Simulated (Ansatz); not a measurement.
Relaxed structures of C2H4Cl, doublet (PBE0-D4/def2-TZVP; forces vanish, vibrations not checked; lower isomers may exist, and structures with a doubtful reference or unclear bonds are left out; Å). Ansatz 0.2.0; basis: def2-TZVPP; cores frozen in the correlated methods; orbitals are unrestricted.

Rank them by CCSD(T) energy, lowest first, and give each one's height above the lowest. Links in brackets join atoms within 1.22 times the sum of their covalent radii (1.1 for two metals). (An estimate is asked for; the value comes from the calculation.)
A.
a complex of C₂H₃Cl ([C][Cl][CH3]) + H
```
7
angstrom
C -0.5196 0.4339 0.0319
C 1.9603 0.3895 1.5765
Cl 0.5920 -0.7270 0.8153
H -1.3185 -0.1453 -0.4266
H 0.0617 0.9791 -0.7066
H -0.8908 1.0928 0.8120
H 0.1436 -2.2223 -2.2496
```
B.
C₂H₄Cl ([CH3][CH][Cl])
```
7
angstrom
C -0.5322 0.3979 -0.1166
C 0.5024 -0.6324 0.0877
Cl 1.8310 -0.2915 1.0972
H -1.3786 -0.0241 -0.6624
H -0.1542 1.2537 -0.6935
H -0.8954 0.7925 0.8370
H 0.6271 -1.4961 -0.5494
```
C.
C₂H₄Cl ([CH2][CH2][Cl])
```
7
angstrom
C -0.3693 0.4236 -0.0564
C 0.4770 -0.7633 0.0051
Cl 1.9431 -0.4439 1.0566
H -0.0142 -1.6167 0.4679
H -0.1494 1.2138 -0.7622
H -1.0890 0.6211 0.7272
H 0.8872 -1.0481 -0.9616
```

Computed: B (0.00 kcal/mol), C (3.91 kcal/mol), A (180.29 kcal/mol). Heights count from the lowest.

T1 diagnostic: at most 0.019. ⟨S²⟩ of the unrestricted Hartree–Fock references: 0.77 to 1.78 (a pure state has 0.75). The unrestricted reference is spin-contaminated, which hurts MP2 most.

For scale, one of the runs: CCSD(T)/def2-TZVPP, 160 basis functions, launched by `ansatz run in.yaml --threads 2 --pin off --events-out ev --progress --plain --max-ram 4352MiB`. Hardware: 2 CPU threads of an Arm Neoverse V1, shared host. Wall time 97 s; peak host memory 2.9 GiB.
